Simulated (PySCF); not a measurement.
## NaS⁺ at r²SCAN

Computed with r²SCAN; PySCF, spin-free X2C with a Gaussian nucleus, basis sets Na jorge-DZP-DKH, S jorge-DZP-DKH.

```
state                                                                                                             : ³Σ⁻ (triplet), unpaired electrons π ↑↑
bond length                                                                                                       : 2.910 Å
harmonic wavenumber                                                                                               : 163 cm⁻¹
force constant                                                                                                    : 0.208 mdyn/Å
rotational constant Be                                                                                            : 0.1489 cm⁻¹
anharmonicity ωexe                                                                                                : 1.98 cm⁻¹
vibration–rotation constant αe                                                                                    : 0.00231 cm⁻¹
well depth De to Na⁺ + S                                                                                          : 11.9 kcal/mol
dissociation energy D0                                                                                            : 11.7 kcal/mol
bond order (Mayer)                                                                                                : 0.26
dipole moment (positive dipole points towards S; it is taken about the centre of mass and depends on that origin) : -6.64 D
```

For an ion De counts to the pair picked by the measured ionisation energies or electron affinities, which need not be the lowest pair at this level. The state was picked by a PBE0 search and need not be the measured ground state.
